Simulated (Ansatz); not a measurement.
# SiCF (quartet): the correlation ladder at a displaced geometry (v2), cc-pVDZ

Aim: climb from Hartree-Fock through coupled cluster and multireference methods for SiCF (quartet) at one geometry and basis, and see what each rung misses.

Program: Ansatz 0.2.0, Gaussian basis. Level of theory: cc-pVDZ, core rule «outside noble gas», up to 7 orbitals frozen. These are calculated values, not measurements.

The runs, in order: UHF; CCSD(T) on ROHF; CCSD(T) on UHF; BCCD(T) on ROHF; CISD; CCSDT(Q) on ROHF; CCSDT(Q) on UHF; CASSCF and NEVPT2, 13 electrons in 11 orbitals.

30 further runs of the same task are left out: 6 for a known fault of the program, 9 that didn't finish, 15 set aside as unsound or not needed.

## Step 1: The geometry

The geometry is a PBE0/def2-TZVP stationary point (not a proven minimum) with its atoms shifted at random (size 0.100 Å).

3 atoms, charge 0, spin multiplicity 4.

Atoms are counted from 1 here; the program's logs count them from 0.

Bond lengths: F1–C2 1.305 Å, C2–Si3 1.916 Å. Angles: F1–C2–Si3 120.8°.

In the tables R marks a restricted open-shell determinant and U an unrestricted one; 'valence' is the active space of 13 electrons in 11 orbitals; energies count from the table's Hartree-Fock row.

## Step 2: UHF

File in.yaml:

```yaml
crystal:
  periodic: [false, false, false]
  atoms:
    - {symbol: F, position_ang: [0.075454, -0.220252, 1.544287]}
    - {symbol: C, position_ang: [-0.089420, 0.576138, 0.523454]}
    - {symbol: Si, position_ang: [-0.012800, -0.097395, -1.268485]}
basis:
  gaussian: {orbitals: cc-pVDZ}
magnetization: {spin_polarized: true, initial_magnetization: 3}
hamiltonian: {xc: hf}
output: {orbitals: {seedname: orbitals}}
```

The run is started by

```
ansatz run in.yaml --threads 1 --pin off --events-out ev --progress --plain --max-ram 2393MiB
```

Standard output:

```text
Functional definition: HF
  name "HF"
  cite "Fock, Z. Phys. 61, 126 (1930) doi:10.1007/BF01340294"
  parent pbe
  exchange = exact_x
  correlation = 0
446 factors; integrals over basis functions are off by at most 1.1e-3 eV
mean field evaluation 1: about -11592.6858 eV, gradient 1.1e1 eV
mean field evaluation 2: about -11592.6911 eV, gradient 1.1e1 eV
mean field evaluation 4: about -11594.0442 eV, gradient 3.2e0 eV
mean field evaluation 8: about -11594.3180 eV, gradient 2.3e-1 eV
mean field evaluation 16: about -11593.9276 eV, gradient 2.1e0 eV
mean field evaluation 32: about -11592.9393 eV, gradient 6.1e0 eV
mean field evaluation 64: about -11593.6465 eV, gradient 5.8e-1 eV
mean field -11594.32051927 eV, -426.0834201703 hartree, gradient 1.8e-5 eV, S^2 3.775249; 2 other end points of the search recorded, 0 dependent functions left out
reference -11594.32051927 eV, -426.0834201703 hartree; 16, 13 occupied and 30, 33 virtual orbitals, 446 factors
Total energy: -11594.32051927 eV, -426.0834201703 hartree
```

It took 0.78 s on 1 thread of Arm Neoverse V1, shared host.

From the report: ⟨S²⟩ of the determinant 3.775 (pure quartet: 3.75).

## Step 3: CCSD(T) on ROHF

in.yaml, as its differences from that of step 2:

```diff
@@ -8,4 +8,4 @@
   gaussian: {orbitals: cc-pVDZ}
-magnetization: {spin_polarized: true, initial_magnetization: 3}
-hamiltonian: {xc: hf}
-output: {orbitals: {seedname: orbitals}}
+magnetization: {spin_polarized: false, initial_magnetization: 3}
+correlation: {method: ccsd_t, electrons: outside_noble_gas}
+output: {forces: true}
```

The command is unchanged.

Standard output (excerpt; [...] marks lines left out):

```text
Functional definition: HF
  name "HF"
  cite "Fock, Z. Phys. 61, 126 (1930) doi:10.1007/BF01340294"
  parent pbe
[...]
446 factors; integrals over basis functions are off by at most 1.1e-3 eV
[...]
mean field -11594.11760592 eV, -426.0759632425 hartree, gradient 1.1e-6 eV, S^2 3.750000; 9 other end points of the search recorded, 0 dependent functions left out
[...]
determinant -11594.11760592 eV, -426.0759632425 hartree, with singles and doubles -11604.19862941 eV, -426.4464340226 hartree
determinant -11593.20519273 eV, -426.0424326762 hartree, with singles and doubles -11603.14069977 eV, -426.4075558253 hartree
determinant -11590.79971717 eV, -425.9540330799 hartree, with singles and doubles -11601.40476892 eV, -426.3437615433 hartree
7 core orbitals not correlated: weight in the atoms' cores, before any rotation towards them, 1.000 or more for the frozen orbitals, at most 0.000 for the correlated occupied ones
reference -11594.11760592 eV, -426.0759632425 hartree; 9, 6 occupied and 30, 33 virtual orbitals, 446 factors
second order -9.10753259 eV of doubles, -0.11679747 eV of singles
cycle   1  -10.08283073 eV  change   -1.8e-3 eV  update   4.3e-3
[...]
cycle  13  -10.08806595 eV  change    1.7e-7 eV  update   2.9e-7
perturbative correction -0.30249342 eV, -0.0111164282 hartree
[...]
Total energy: -11604.50816529 eV, -426.4578092563 hartree
Atom 0 at     0.075454    -0.220252     1.544287 Å, force     0.079383    -0.375154     0.553405 eV/Å
Atom 1 at    -0.089420     0.576138     0.523454 Å, force    -0.084629     0.439109    -0.297499 eV/Å
Atom 2 at    -0.012800    -0.097395    -1.268485 Å, force     0.005247    -0.063955    -0.255906 eV/Å
Dipole moment:    -0.001389     0.006605    -0.009381 e Å
```

Wall time 8.5 s (1 thread of Arm Neoverse V1, shared host).

From the report: correlation -10.3906 eV; T1 0.037; largest double amplitude 0.07.

## Step 4: CCSD(T) on UHF

in.yaml, as its differences from that of step 3:

```diff
@@ -8,3 +8,3 @@
   gaussian: {orbitals: cc-pVDZ}
-magnetization: {spin_polarized: false, initial_magnetization: 3}
+magnetization: {spin_polarized: true, initial_magnetization: 3}
 correlation: {method: ccsd_t, electrons: outside_noble_gas}
```

Same command.

Standard output (excerpt; [...] marks lines left out):

```text
Functional definition: HF
  name "HF"
  cite "Fock, Z. Phys. 61, 126 (1930) doi:10.1007/BF01340294"
  parent pbe
[...]
446 factors; integrals over basis functions are off by at most 1.1e-3 eV
[...]
mean field -11594.32051927 eV, -426.0834201703 hartree, gradient 1.7e-6 eV, S^2 3.775249; 11 other end points of the search recorded, 0 dependent functions left out
determinant -11594.32051927 eV, -426.0834201703 hartree, with singles and doubles -11604.19832763 eV, -426.4464229322 hartree
determinant -11593.58909002 eV, -426.0565406413 hartree, with singles and doubles -11603.14528619 eV, -426.4077243730 hartree
determinant -11591.34157789 eV, -425.9739460941 hartree, with singles and doubles -11601.24491929 eV, -426.3378871778 hartree
determinant -11591.08889459 eV, -425.9646601540 hartree, with singles and doubles -11601.02343544 eV, -426.3297477963 hartree
determinant -11590.92127517 eV, -425.9585002539 hartree, with singles and doubles -11601.40160907 eV, -426.3436454210 hartree
7 core orbitals not correlated: weight in the atoms' cores, before any rotation towards them, 1.000 or more for the frozen orbitals, at most 0.000 for the correlated occupied ones
reference -11594.32051927 eV, -426.0834201703 hartree; 9, 6 occupied and 30, 33 virtual orbitals, 446 factors
second order -8.97376899 eV of doubles, -0.00000000 eV of singles
cycle   1  -9.88020322 eV  change   -2.4e-3 eV  update   4.6e-3
[...]
cycle  14  -9.88757451 eV  change    3.1e-7 eV  update   1.7e-7
perturbative correction -0.29763830 eV, -0.0109380058 hartree
[...]
Total energy: -11604.50573208 eV, -426.4577198374 hartree
Atom 0 at     0.075454    -0.220252     1.544287 Å, force     0.079028    -0.373134     0.553483 eV/Å
Atom 1 at    -0.089420     0.576138     0.523454 Å, force    -0.083969     0.435064    -0.299812 eV/Å
Atom 2 at    -0.012800    -0.097395    -1.268485 Å, force     0.004942    -0.061930    -0.253672 eV/Å
Dipole moment:    -0.001489     0.007153    -0.009513 e Å
```

Wall time 9 s (1 thread of Arm Neoverse V1, shared host).

From the report: ⟨S²⟩ of the determinant 3.775 (pure quartet: 3.75); correlation -10.1852 eV; T1 0.037; largest double amplitude 0.07.

## Step 5: BCCD(T) on ROHF

in.yaml, as its differences from that of step 4:

```diff
@@ -8,4 +8,3 @@
   gaussian: {orbitals: cc-pVDZ}
-magnetization: {spin_polarized: true, initial_magnetization: 3}
-correlation: {method: ccsd_t, electrons: outside_noble_gas}
-output: {forces: true}
+magnetization: {spin_polarized: false, initial_magnetization: 3}
+correlation: {method: bccd_t, electrons: outside_noble_gas}
```

The command is unchanged.

Standard output (excerpt; [...] marks lines left out):

```text
Functional definition: HF
  name "HF"
  cite "Fock, Z. Phys. 61, 126 (1930) doi:10.1007/BF01340294"
  parent pbe
[...]
446 factors; integrals over basis functions are off by at most 1.1e-3 eV
[...]
mean field -11594.11760592 eV, -426.0759632425 hartree, gradient 1.1e-6 eV, S^2 3.750000; 9 other end points of the search recorded, 0 dependent functions left out
[...]
determinant -11594.11760592 eV, -426.0759632425 hartree, with singles and doubles -11604.19862941 eV, -426.4464340226 hartree
determinant -11593.20519273 eV, -426.0424326762 hartree, with singles and doubles -11603.14069977 eV, -426.4075558253 hartree
determinant -11590.79971717 eV, -425.9540330799 hartree, with singles and doubles -11601.40476892 eV, -426.3437615433 hartree
7 core orbitals not correlated: weight in the atoms' cores, before any rotation towards them, 1.000 or more for the frozen orbitals, at most 0.000 for the correlated occupied ones
reference -11594.11760592 eV, -426.0759632425 hartree; 9, 6 occupied and 30, 33 virtual orbitals, 446 factors
second order -9.10753259 eV of doubles, -0.11679747 eV of singles
cycle   1  -10.04763068 eV  change    3.3e-2 eV  update   2.0e-2
[...]
cycle  11  -10.04594883 eV  change   -1.0e-5 eV  update   1.8e-5
perturbative correction -0.35485283 eV, -0.0130406008 hartree
Total energy: -11604.51840758 eV, -426.4581856535 hartree
```

It took 5.5 s on 1 thread of Arm Neoverse V1, shared host.

From the report: correlation -10.4008 eV; largest double amplitude 0.06.

## Step 6: CISD

in.yaml, as its differences from that of step 5:

```diff
@@ -9,2 +9,2 @@
 magnetization: {spin_polarized: false, initial_magnetization: 3}
-correlation: {method: bccd_t, electrons: outside_noble_gas}
+correlation: {active_space: {ras: {orbitals: [6, 3, 30], electrons: 15, max_holes: 2, max_particles: 2}, fixed_orbitals: true}}
```

The command is unchanged.

Standard output:

```text
Functional definition: HF
  name "HF"
  cite "Fock, Z. Phys. 61, 126 (1930) doi:10.1007/BF01340294"
  parent pbe
  exchange = exact_x
  correlation = 0
446 factors; integrals over basis functions are off by at most 1.1e-3 eV
mean field evaluation 1: about -11592.6229 eV, gradient 1.6e1 eV
mean field evaluation 2: about -11592.6275 eV, gradient 1.7e1 eV
mean field evaluation 4: about -11593.8970 eV, gradient 3.5e0 eV
mean field evaluation 8: about -11594.1109 eV, gradient 5.0e-1 eV
mean field evaluation 16: about -11587.9763 eV, gradient 2.0e1 eV
mean field evaluation 32: about -11593.2052 eV, gradient 1.8e-6 eV
mean field evaluation 64: about -11593.2052 eV, gradient 2.5e-5 eV
mean field -11594.11760592 eV, -426.0759632425 hartree, gradient 1.1e-6 eV, S^2 3.750000; 9 other end points of the search recorded, 0 dependent functions left out
reference -11594.11760592 eV, -426.0759632425 hartree; 16, 13 occupied and 30, 33 virtual orbitals, 446 factors
state -11603.22677455 eV, -426.4107190153 hartree
Total energy: -11603.22677455 eV, -426.4107190153 hartree
```

Run time: 21 s. Hardware: 1 thread of Arm Neoverse V1, shared host.

From the report: 215,027 determinants.

## Step 7: CCSDT(Q) on ROHF

in.yaml, as its differences from that of step 6:

```diff
@@ -9,2 +9,2 @@
 magnetization: {spin_polarized: false, initial_magnetization: 3}
-correlation: {active_space: {ras: {orbitals: [6, 3, 30], electrons: 15, max_holes: 2, max_particles: 2}, fixed_orbitals: true}}
+correlation: {method: ccsdt_q, electrons: outside_noble_gas}
```

Launched as before.

Standard output (excerpt; [...] marks lines left out):

```text
Functional definition: HF
  name "HF"
  cite "Fock, Z. Phys. 61, 126 (1930) doi:10.1007/BF01340294"
  parent pbe
[...]
841 factors; integrals over basis functions are off by at most 1.7e-7 eV
[...]
mean field -11594.11773825 eV, -426.0759681053 hartree, gradient 1.1e-6 eV, S^2 3.750000; 9 other end points of the search recorded, 0 dependent functions left out
[...]
determinant -11594.11773825 eV, -426.0759681053 hartree, with singles and doubles -11604.19877703 eV, -426.4464394473 hartree
determinant -11593.20531065 eV, -426.0424370096 hartree, with singles and doubles -11603.14084085 eV, -426.4075610099 hartree
determinant -11590.79984765 eV, -425.9540378750 hartree, with singles and doubles -11601.40490258 eV, -426.3437664552 hartree
7 core orbitals not correlated: weight in the atoms' cores, before any rotation towards them, 1.000 or more for the frozen orbitals, at most 0.000 for the correlated occupied ones
reference -11594.11773825 eV, -426.0759681053 hartree; 9, 6 occupied and 30, 33 virtual orbitals, 841 factors
second order -9.10756271 eV of doubles, -0.11679722 eV of singles
cycle   1  -9.59345558 eV  change   -3.7e-1 eV  update   1.1e-1
[...]
cycle  21  -10.44147386 eV  change    2.4e-7 eV  update   1.3e-6
perturbative correction -0.02250364 eV, -0.0008269937 hartree
Total energy: -11604.58171575 eV, -426.4605121858 hartree
```

Wall time 62 s (1 thread of Arm Neoverse V1, shared host); peak memory 0.83 GiB.

From the report: correlation -10.4640 eV; T1 0.041; largest double amplitude 0.10.

## Step 8: CCSDT(Q) on UHF

in.yaml, as its differences from that of step 7:

```diff
@@ -8,3 +8,3 @@
   gaussian: {orbitals: cc-pVDZ}
-magnetization: {spin_polarized: false, initial_magnetization: 3}
+magnetization: {spin_polarized: true, initial_magnetization: 3}
 correlation: {method: ccsdt_q, electrons: outside_noble_gas}
```

Launched as before.

Standard output (excerpt; [...] marks lines left out):

```text
Functional definition: HF
  name "HF"
  cite "Fock, Z. Phys. 61, 126 (1930) doi:10.1007/BF01340294"
  parent pbe
[...]
841 factors; integrals over basis functions are off by at most 1.7e-7 eV
[...]
mean field -11594.32065162 eV, -426.0834250342 hartree, gradient 1.7e-6 eV, S^2 3.775249; 11 other end points of the search recorded, 0 dependent functions left out
determinant -11594.32065162 eV, -426.0834250342 hartree, with singles and doubles -11604.19847562 eV, -426.4464283708 hartree
determinant -11593.58921328 eV, -426.0565451710 hartree, with singles and doubles -11603.14542658 eV, -426.4077295325 hartree
determinant -11591.34171841 eV, -425.9739512579 hartree, with singles and doubles -11601.24505468 eV, -426.3378921532 hartree
determinant -11591.08903170 eV, -425.9646651928 hartree, with singles and doubles -11601.02358326 eV, -426.3297532287 hartree
determinant -11590.92140727 eV, -425.9585051084 hartree, with singles and doubles -11601.40174146 eV, -426.3436502863 hartree
7 core orbitals not correlated: weight in the atoms' cores, before any rotation towards them, 1.000 or more for the frozen orbitals, at most 0.000 for the correlated occupied ones
reference -11594.32065162 eV, -426.0834250342 hartree; 9, 6 occupied and 30, 33 virtual orbitals, 841 factors
second order -8.97379719 eV of doubles, -0.00000000 eV of singles
cycle   1  -9.35513419 eV  change   -3.8e-1 eV  update   1.1e-1
[...]
cycle  21  -10.23877188 eV  change    4.1e-7 eV  update   1.5e-6
perturbative correction -0.02792246 eV, -0.0010261313 hartree
Total energy: -11604.58734595 eV, -426.4607190920 hartree
```

It took 53 s on 1 thread of Arm Neoverse V1, shared host; peak memory 0.6 GiB.

From the report: ⟨S²⟩ of the determinant 3.775 (pure quartet: 3.75); correlation -10.2667 eV; T1 0.042; largest double amplitude 0.10.

## Step 9: CASSCF and NEVPT2, 13 electrons in 11 orbitals

File in.yaml:

```yaml
crystal:
  periodic: [false, false, false]
  atoms:
    - {symbol: F, position_ang: [0.075454, -0.220252, 1.544287]}
    - {symbol: C, position_ang: [-0.089420, 0.576138, 0.523454]}
    - {symbol: Si, position_ang: [-0.012800, -0.097395, -1.268485]}
basis:
  gaussian: {orbitals: cc-pVDZ}
magnetization: {spin_polarized: false, initial_magnetization: 3}
correlation: {method: sc_nevpt2, electrons: outside_noble_gas, active_space: {window: {electrons: 13, orbitals: 11}, shells: [{species: C, l: s, shell: 2}, {species: C, l: p, shell: 2}, {species: F, l: p, shell: 2}, {species: Si, l: s, shell: 3}, {species: Si, l: p, shell: 3}]}}
```

Launched as before.

Standard output (excerpt; [...] marks lines left out):

```text
Functional definition: HF
  name "HF"
  cite "Fock, Z. Phys. 61, 126 (1930) doi:10.1007/BF01340294"
  parent pbe
[...]
841 factors; integrals over basis functions are off by at most 1.7e-7 eV
[...]
mean field -11594.11773825 eV, -426.0759681053 hartree, gradient 1.1e-6 eV, S^2 3.750000; 9 other end points of the search recorded, 0 dependent functions left out
reference -11594.11773825 eV, -426.0759681053 hartree; 16, 13 occupied and 30, 33 virtual orbitals, 841 factors
state -11596.42515174 eV, -426.1607639872 hartree
state -11596.42515174 eV, -426.1607639872 hartree; corrected -11603.33601120 eV, -426.4147333878 hartree
Total energy: -11603.33601120 eV, -426.4147333878 hartree
Checks for a lower state left out: starts, orbital_swaps
```

Run time: 13 s. Hardware: 1 thread of Arm Neoverse V1, shared host.

From the report: 38,150 determinants; active occupations 1.99, 1.99, 1.98, 1.97, 1.95, 1.01, 1.00, 0.99, 0.05, 0.03, 0.03.

## Step 10: How many determinants matter

Natural occupations of the CASSCF valence state about the gap (report; correlated orbitals 3 to 11): 1.983, 1.972, 1.952, 1.014, 1.000, 0.988, 0.054, 0.032, 0.027. The count of effectively unpaired electrons, Σ n²(2 − n)², is 3.03; a single determinant of this spin has 3.

## Step 11: The ladder

The yardstick is UCCSDT(Q), where the cluster series has nearly closed. Rows without a time come out of other runs: HF, MP2 and CCSD of CCSD(T), CCSDT of CCSDT(Q), CASSCF and MRCISD of the multireference runs. The times of RCCSD(T), UCCSD(T) include forces.

Differences are taken before rounding.

```
        method  energy from the lowest RHF (kcal/mol)  from UCCSDT(Q) (kcal/mol)   time
           RHF                                   0.00                    +241.44       
           UHF                                  -4.68                    +236.76       
          RMP2                                -212.72                     +28.72       
          UMP2                                -211.62                     +29.82       
          CISD                                -210.06                     +31.38   21 s
         RCCSD                                -232.64                      +8.80       
         UCCSD                                -232.69                      +8.75       
      RCCSD(T)                                -239.61                      +1.83  8.5 s
      UCCSD(T)                                -239.56                      +1.88    9 s
       BCCD(T)                                -239.85                      +1.59  5.5 s
        RCCSDT                                -240.79                      +0.65       
        UCCSDT                                -240.79                      +0.64       
     RCCSDT(Q)                                -241.31                      +0.13   62 s
     UCCSDT(Q)                                -241.44                          0   53 s
CASSCF valence                                 -53.21                    +188.22       
NEVPT2 valence                                -212.58                     +28.86   13 s
```

Among the levels timed on like hardware and quicker than the yardstick, those that no quicker one beats, quickest first: BCCD(T) (5.5 s, +1.59 kcal/mol).

## Step 12: Results

| quantity | value |
| --- | --- |
| UCCSDT(Q) below the RHF energy | -10.4697 eV |
| RMP2 from UCCSDT(Q) | +28.72 kcal/mol |
| UMP2 from UCCSDT(Q) | +29.82 kcal/mol |
| RCCSD from UCCSDT(Q) | +8.80 kcal/mol |
| RCCSD(T) from UCCSDT(Q) | +1.83 kcal/mol |
| UCCSD(T) from UCCSDT(Q) | +1.88 kcal/mol |
| RCCSDT(Q) from UCCSDT(Q) | +0.13 kcal/mol |
| NEVPT2 valence from UCCSDT(Q) | +28.86 kcal/mol |
| levels within 1 kcal/mol (43 meV) | RCCSDT, UCCSDT, RCCSDT(Q) |
| T1 diagnostic | 0.037 |
| effectively unpaired electrons | 3.03 |

**Reading.** RCCSD(T) lands +1.83 kcal/mol from the yardstick (0.8 % of the correlation energy). One determinant dominates. These misses are within one basis, not against nature; the frozen cores of restricted and unrestricted runs differ, which can shift their rows.

For cost: BCCD(T) gets within 1.59 kcal/mol in 5.5 s, where UCCSDT(Q) took 53 s.
